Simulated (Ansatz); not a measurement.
**AlH3 (singlet): wave-function methods side by side at scale of all distances = 1.000, cc-pVDZ**

The task here is to estimate one member of a computed series from the others.

Computed with Ansatz 0.2.0, Gaussian basis. Level: cc-pVDZ, core rule «outside noble gas», up to 5 orbitals frozen.

The runs, in order: UHF; CCSD(T) on RHF; BCCD(T) on RHF; CISD; CCSDT(Q) on RHF; CCSDTQ on RHF; CASSCF and MRCISD+Q, 2 electrons in 2 orbitals; CASSCF and NEVPT2, 2 electrons in 2 orbitals; Full CI.

20 further runs of the same task are left out: 10 for a known fault of the program, 8 that didn't finish, 2 set aside as unsound or not needed.

### The geometry

The geometry derives from a PBE0/def2-TZVP stationary point (not a proven minimum). All distances are scaled together.

4 atoms, charge 0, spin multiplicity 1.

Atoms are counted from 1 here; the program's logs count them from 0.

Bond lengths: Al1–H2 1.586 Å, Al1–H3 1.586 Å, Al1–H4 1.586 Å. Angles: H2–Al1–H3 120.0°, H2–Al1–H4 120.0°, H3–Al1–H4 120.0°.

The first run:

The input, in.yaml:

```yaml
crystal:
  periodic: [false, false, false]
  atoms:
    - {symbol: Al, position_ang: [0.000000, 0.000000, 0.000000]}
    - {symbol: H, position_ang: [1.585776, 0.015051, -0.000083]}
    - {symbol: H, position_ang: [-0.805923, 1.365794, -0.002790]}
    - {symbol: H, position_ang: [-0.779853, -1.380845, 0.002873]}
basis:
  gaussian: {orbitals: cc-pVDZ}
magnetization: {spin_polarized: true, initial_magnetization: 0}
hamiltonian: {xc: hf}
output: {orbitals: {seedname: orbitals}}
```

Run with:

```console
> ansatz run in.yaml --threads 1 --pin off --events-out ev --progress --plain --max-ram 2393MiB
```

Among the steps run: UHF; CCSD(T) on RHF; BCCD(T) on RHF; CISD; CCSDT(Q) on RHF; CCSDTQ on RHF; CASSCF and MRCISD+Q, 2 electrons in 2 orbitals; CASSCF and NEVPT2, 2 electrons in 2 orbitals; Full CI.

One of the session's tables, all rows but one given; the rest of the session is left out.

It belongs to the step «Misses and costs». 

| method | from FCI (meV) |
| --- | --- |
| RHF | +2792.4 |
| RMP2 | +701.9 |
| CISD | +135.2 |
| RCCSD | +41.3 |
| RCCSD(T) | +11.3 |
| BCCD(T) | +11.0 |
| RCCSDT | +0.9 |
| RCCSDT(Q) | +0.2 |
| RCCSDTQ | 0.0 |
| CASSCF pair | +2423.0 |
| NEVPT2 pair | +697.0 |
| MRCISD pair | +100.1 |
| MRCISD+Q pair | ? |
| FCI | 0 |

Estimate the missing values for MRCISD+Q pair.

As computed: from FCI (meV): -23.5. In the column «from FCI (meV)» it is the lowest.

Limits of these values: MRCISD+Q pair falls below full CI: the +Q correction isn't variational, and the cores differ from full CI's.
